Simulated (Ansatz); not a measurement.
Basis-set extrapolation for C5H10O2, SMILES `COC1CCCO1` (PBE0-D4/def2-TZVP geometry, frozen core, Ansatz). Multiplicity 1, RHF reference.

```json
{"": "HF", "def2-TZVPP": "-345.008603", "def2-QZVPP": "-345.024425"}
{"": "MP2 correlation", "def2-TZVPP": "-1.321424", "def2-QZVPP": "-1.412876"}
{"": "CCSD(T) correlation", "def2-TZVPP": "-1.425641", "def2-QZVPP": "not run"}
```

Energies in hartree. Use E(X) = E(∞) + A·exp(−7.88·√X) for Hartree–Fock and E(X) = E(∞) + B·X^(−2.97) for correlation, with X = 3 and 4, and add CCSD(T) minus MP2 of the smaller set to the MP2 limit.

**Question.** What is the CCSD(T) energy at the basis-set limit?

**Answer.** HF limit: -345.024425 + (-0.015822) × 0.13774 = -345.02660. MP2 limit: -1.412876 + (-0.091452) × 0.74074 = -1.48062. Higher-order term: -1.425641 − (-1.321424) = -0.10422. Total: -346.61144 hartree, 465.2 kJ/mol below CCSD(T)/def2-TZVPP.
